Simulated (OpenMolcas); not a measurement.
**How methods differ on PH2 (SMILES [PH2])**

The species is PH2 (3 atoms), meant as a doublet with charge 0. SMILES: `[PH2]`. The shape is that of a GFN2-xTB optimisation.

```xyz
3

P     0.5145   -0.3028    0.2527
H     0.1115    1.0274    0.1724
H    -0.6260   -0.7246   -0.4251
```

Each level gives the vertical ionisation energy (to the singlet cation) (eV). The values are calculated.

```tsv
level	kind	program	value (eV)	less FCI/pcseg-0	CPU time (all runs)
UHF/pcseg-0	Hartree–Fock	OpenMolcas	9.67	+0.12	3 s
UPBE0/pcseg-0	global hybrid	OpenMolcas	10.30	+0.75	6.6 s
CASSCF(7,6)/pcseg-0	multireference	OpenMolcas	9.27	-0.28	3.5 s
MC-PDFT[tPBE](7,6)/pcseg-0	multireference	OpenMolcas	10.02	+0.47	3.8 s
MRCI(7,6)/pcseg-0	multireference	OpenMolcas	9.54	-0.01	4 s
SC-NEVPT2(7,6)/pcseg-0	multireference	OpenMolcas	9.47	-0.08	3.5 s
ROCCSD(T)/pcseg-0	coupled cluster or CI	OpenMolcas	9.55	0.00	4.3 s
FCI/3-21G	exact in the basis	OpenMolcas	9.47	-0.08	5.3 s
FCI/pcseg-0	exact in the basis	OpenMolcas	9.55	0.00	6.2 s
```

FCI/pcseg-0 is exact within its basis and frozen core, so for wave-function methods in that basis the difference is their error; functionals converge differently with the basis, so for them it is only a difference. The values span 9.27 to 10.30 eV. All rows use very small basis sets, so even the best lies far from the true value. CPU times are rough (shared hosts, several kinds of processor): they show what a rung costs within a factor of a few.
